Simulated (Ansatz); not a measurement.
# AlBNH (singlet): relaxing a cheap start

Where does this start of AlBNH (singlet) end when it is relaxed?

Program: Ansatz 0.2.0, Gaussian basis. Level of theory: RKS PBE0/def2-TZVP. These are calculated values, not measurements.

## Step 1: The starting structure

4 atoms, charge 0, spin multiplicity 1.

Atoms are counted from 1 here; the program's logs count them from 0.

Bond lengths: Al1–N2 1.763 Å, Al1–H4 1.576 Å, N2–B3 1.269 Å. Angles: N2–Al1–H4 126.4°, Al1–N2–B3 161.3°.

The start was built by rule and, where that kept it together, relaxed with GFN2-xTB. Sticks and bond lists go by distance. 

## Step 2: The run

The input, in.yaml:

```yaml
crystal:
  periodic: [false, false, false]
  atoms:
    - {symbol: Al, position_ang: [-1.060412, -0.063377, 0.000183]}
    - {symbol: N, position_ang: [0.701135, -0.137165, -0.001035]}
    - {symbol: B, position_ang: [1.919114, 0.219900, 0.000206]}
    - {symbol: H, position_ang: [-1.941163, 1.244036, 0.007279]}
basis:
  gaussian: {orbitals: def2-TZVP}
hamiltonian: {xc: pbe0}
relax: {f_tol: 0.004, max_steps: 80}
```

Started as:

```
ansatz run in.yaml --threads 1 --pin off --events-out ev --progress --plain --max-ram 2176MiB
```

Q: Predict the outcome of this session. Wanted: energy gained; shift from the start; total energy; dipole moment.

**Answer**, as computed:

```
                  quantity          value
                     steps             15
             energy gained       1.229 eV
shift from the start (rms)        0.571 Å
              total energy  -8772.6391 eV
             dipole moment         3.60 D
```

**Reading.** By distance, Al1–B3 formed. Al1–B3 went from 2.993 to 1.988 Å. No vibrations were run, so this is a stationary point, not a proven minimum, and this spin need not be the ground state's.
